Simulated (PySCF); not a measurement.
Bond curve of NaN

Set-up: basis Na 6-31G(d,p), N 6-31G(d,p); no relativity; PySCF 2.14. Energies in eV from Na + N in their ground configurations at the same level. All curves are PBE0. state 1: ³Σ⁻ (triplet), unpaired electrons π ↑↑; state 2: ³Π (triplet), unpaired electrons σ ↑, π ↑, a second solution, started from another occupation; state 3: Ms = 0 determinant of mixed spin (⟨S²⟩ near 1.0), unpaired electrons π ↑↓, a mixture of terms (⟨Lz²⟩ = 2.0), a second solution, started from another occupation; state 4: Ms = 0 determinant of mixed spin (⟨S²⟩ near 1.0), unpaired electrons σ ↓, π ↑, a second solution, started from another occupation.

| R (Å) | state 1 | state 2 | state 3 | state 4 |
| --- | --- | --- | --- | --- |
| 1.955 | -0.5921 | -0.2933 | 0.0122 | 0.2862 |
| 2.046 | -0.7807 | -0.3452 | -0.1651 | 0.2323 |
| 2.137 | -0.8810 | -0.3261 | -0.2497 | 0.2485 |
| 2.205 | -0.9151 | -0.2794 | -0.2692 | 0.2928 |
| 2.273 | -0.9235 | -0.2131 | -0.2603 | 0.3568 |
| 2.341 | -0.9127 | -0.1326 | -0.2296 | 0.4353 |
| 2.432 | -0.8775 | -0.0105 | -0.1633 | 0.5558 |
| 2.546 | -0.8128 | 0.1550 | -0.0529 | 0.7220 |
| 2.682 | -0.7216 | 0.3577 | 0.1029 | 0.9310 |
| 2.864 | -0.5977 | 0.6150 | 0.3269 | 1.2093 |

Put a parabola through the three lowest points of the state 1 curve and estimate Re, k and ωe (reduced mass 8.702 u; 1 eV/Å² = 0.16022 mdyn/Å; ωe = 1302.8·√(k/μ) cm⁻¹).

Through R = 2.205, 2.273, 2.341 Å the second-order coefficient is 2.08 eV/Å², so Re ≈ 2.269 Å, k ≈ 0.665 mdyn/Å and ωe ≈ 360 cm⁻¹. A polynomial fit of higher order to the unrounded PBE0 energies gives Re = 2.265 Å, k = 0.678 mdyn/Å, ωe = 364 cm⁻¹; anharmonicity and rounding make the difference.

The higher-order fit for each curve: state 1: Re = 2.265 Å, ωe = 364 cm⁻¹, De = 0.92 eV; state 2: Re = 2.061 Å, ωe = 498 cm⁻¹, minimum 0.346 eV below the ground-state fragments; state 3: Re = 2.215 Å, ωe = 427 cm⁻¹, minimum 0.269 eV below the ground-state fragments; state 4: Re = 2.065 Å, ωe = 491 cm⁻¹, minimum 0.231 eV above the ground-state fragments.

⟨S²⟩ of the unrestricted solution departs from its pure value on part of the curve, where spin states mix. The state was picked by a PBE0 search and need not be the measured ground state.
